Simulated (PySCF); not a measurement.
Saddle point of SiNH$_{7}$O, singlet (SiNH₅ ([NH2][SiH3]) + H₂O → SiNH₅O ([NH2][SiH2][OH]) + H₂; bonds formed: Si1–O7, H2–H6; bonds broken: Si1–H2, H6–O7), PBE0-D4/def2-TZVP structure:

```
10
angstrom
Si -0.5381 -0.1012 -0.1756
H 0.7765 -1.2084 -0.5083
H -1.4730 -1.0505 -0.8332
H -1.3562 1.1628 -0.1009
N -0.0474 -0.1497 1.4592
H 1.0770 -0.2798 -1.1653
O 0.5743 0.6595 -1.4788
H -0.5338 0.3906 2.1559
H 0.5090 -0.8950 1.8414
H 1.0116 1.4717 -1.1947
```

Energies are electronic, without zero-point energy. Barriers and step energies count from the start structure reached by relaxing down the imaginary mode; all methods use the PBE0-D4 structures, on which another method's saddle can fall below an end. Computed with PySCF 2.14 with density fitting (its default auxiliary sets; JK sets also for MP2 and CCSD(T)) (basis: def2-TZVPP, with def2-QZVPP for the basis limit); correlated methods freeze the cores. B3LYP uses VWN-RPA correlation. Extrapolation: Hartree–Fock as exp(−7.88 √X), correlation as X^−2.97.

| method | barrier (eV) | step energy (eV) |
| --- | --- | --- |
| SPW92 | 0.757 | -0.821 |
| PBE-D4 | 1.141 | -0.816 |
| r2SCAN-D4 | 1.222 | -0.906 |
| PBE0-D4 | ? | -0.814 |
| B3LYP-D4 | 1.414 | -0.887 |
| BHLYP-D4 | ? | -0.890 |
| wB97M-V | 1.372 | -0.872 |
| HF | ? | -0.859 |
| MP2 | 1.415 | -0.919 |
| CCSD | 1.576 | -0.836 |
| CCSD(T) | 1.481 | -0.850 |

Q: Fill in the withheld barriers. (Judge from chemistry; the value comes from the calculation.)

A: The calculation gives: HF 2.064; BHLYP-D4 1.573; PBE0-D4 1.280 eV. Each is the energy of the saddle less that of the start structure, by the same method.

For comparison, the barrier by CCSD(T) at an estimated basis limit (MP2 extrapolated from triple and quadruple zeta, plus CCSD(T) − MP2 in triple zeta) is 1.463 eV.

The T1 diagnostic stays at or below 0.012.

Labels in which every atom is bracketed show which atoms are joined, not bond orders.

For scale, one of the runs: CCSD(T)/def2-TZVPP, 202 basis functions, launched by `OMP_NUM_THREADS=4 python run.py`. Time: 5.9 min of wall clock on 4 CPU threads of an Arm Neoverse V2; the host was shared. Peak host memory: 2.5 GiB.
